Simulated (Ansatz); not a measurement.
Program: Ansatz. Geometries: PBE0-D4/def2-TZVP. ΔE: electronic, gas phase. CCSD(T)/CBS is the MP2 limit (def2-TZVPP, def2-QZVPP) plus CCSD(T) − MP2 in def2-TZVPP, frozen cores. This one scheme is used for every species. DFT in def2-TZVPP. Each species was taken in one conformer, which may not be the lowest.

Consider the substitution at a C–N bond: `CNC(C)N` + H–F → `CC(N)F` + CH₃NH₂.

CCSD(T)/CBS gives -2.2 kJ/mol.

Q: Another level gave -7.5 kJ/mol. Which?
A. ωB97X-V/def2-TZVPP
B. CAM-B3LYP/def2-TZVPP
C. LDA (SPW92)/def2-TZVPP
D. HF/def2-TZVPP

A: C. LDA (SPW92) -7.5, CAM-B3LYP -26.8, ωB97X-V -17.4, HF/def2-TZVPP -32.3 kJ/mol.

Largest T1 diagnostic among the species: 0.010.

Leaving LDA and LC-ωPBE aside and taking each functional with its dispersion term where it has one, the values, not all of them listed here, spread over 13.1 kJ/mol, from CAM-B3LYP-D4 to revPBE-D4. LDA lies +14.5 kJ/mol from PBE without D4. From PBE to PBE0 (25 % exact exchange), in def2-TZVPP and without D4, ΔE moves by +4.2 kJ/mol.
